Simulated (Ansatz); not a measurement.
Reaction (SMILES): C#N (CH-N) + 3 [H][H] (H2) → C (CH4) + N (NH3)
B3LYP-D3(BJ)/def2-TZVP geometries, fixed; electronic energies without zero-point terms.

Basis-set convergence of the energy of full hydrogenation at B2PLYP with Ansatz (a program for electronic structure). Cartesian d functions, on some or all atoms, in 6-31+G*; all else is spherical. Cores are frozen. No added dispersion term, no relativity. Functions are those of the species that has most. Reference: the value in aug-pcseg-3, -76.76 kcal/mol, itself unsure by roughly 0.06 kcal/mol (its mean distance from aug-cc-pVQZ, def2-QZVPPD, pcseg-3). Deviations are taken from unrounded values.

```json
[
 {"basis": "6-31G", "functions": "20", "energy of full hydrogenation (kcal/mol)": "-69.63", "minus reference (kcal/mol)": "7.13"},
 {"basis": "pcseg-0", "functions": "20", "energy of full hydrogenation (kcal/mol)": "-64.11", "minus reference (kcal/mol)": "12.65"},
 {"basis": "def2-SV(P)", "functions": "30", "energy of full hydrogenation (kcal/mol)": "-64.19", "minus reference (kcal/mol)": "12.57"},
 {"basis": "pcseg-1", "functions": "34", "energy of full hydrogenation (kcal/mol)": "-72.95", "minus reference (kcal/mol)": "3.81"},
 {"basis": "6-31+G*", "functions": "40", "energy of full hydrogenation (kcal/mol)": "-72.77", "minus reference (kcal/mol)": "3.99"},
 {"basis": "6-311+G**", "functions": "50", "energy of full hydrogenation (kcal/mol)": "-74.77", "minus reference (kcal/mol)": "1.98"},
 {"basis": "def2-SVPD", "functions": "52", "energy of full hydrogenation (kcal/mol)": "-83.30", "minus reference (kcal/mol)": "-6.55"},
 {"basis": "aug-cc-pVDZ", "functions": "59", "energy of full hydrogenation (kcal/mol)": "-80.94", "minus reference (kcal/mol)": "-4.18"},
 {"basis": "aug-pcseg-1", "functions": "59", "energy of full hydrogenation (kcal/mol)": "-77.16", "minus reference (kcal/mol)": "-0.41"},
 {"basis": "def2-TZVP", "functions": "68", "energy of full hydrogenation (kcal/mol)": "-73.07", "minus reference (kcal/mol)": "3.69"},
 {"basis": "cc-pVQZ", "functions": "175", "energy of full hydrogenation (kcal/mol)": "-75.84", "minus reference (kcal/mol)": "0.92"},
 {"basis": "def2-QZVPP", "functions": "177", "energy of full hydrogenation (kcal/mol)": "-76.45", "minus reference (kcal/mol)": "0.31"},
 {"basis": "aug-pcseg-3", "functions": "281", "energy of full hydrogenation (kcal/mol)": "-76.76", "minus reference (kcal/mol)": "0.00"}
]
```
